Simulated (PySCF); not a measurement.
Job for PySCF: R-B3LYP/6-31G* on CH4O (SMILES CO) with ghost functions.

```python
from pyscf import gto, scf, dft, mp
from pyscf.data.elements import chemcore

mol = gto.M(
    atom='''
    O     1.22693702    0.17318936    0.54162022
    H     1.59492002   -0.39888764    1.21914822
    C     1.69194202   -0.29844064   -0.72053878
    H     1.26112502    0.35265336   -1.47365278
    H     2.77790602   -0.24764764   -0.79485078
    H     1.36359902   -1.31830964   -0.91961978
    ghost-O   -2.63715898    0.08435036    0.07753922
    ghost-H   -3.05383598    0.88322336    0.40330922
    ghost-H   -1.70813198    0.19510736    0.31848822
    ''',
    basis='6-31g*',
    cart=True,
    charge=0, spin=0, verbose=3, max_memory=1800)
mf = dft.RKS(mol, xc='b3lyp')
mf.conv_tol = 1e-8
mf.max_cycle = 100
mf.kernel()
if not mf.converged:
    mf = mf.newton().run(mf.mo_coeff, mf.mo_occ)
```

It printed:

```
converged SCF energy = -115.715301874177
```

The calculation finished and met its thresholds.

Cost: roughly 1.0 core-seconds.
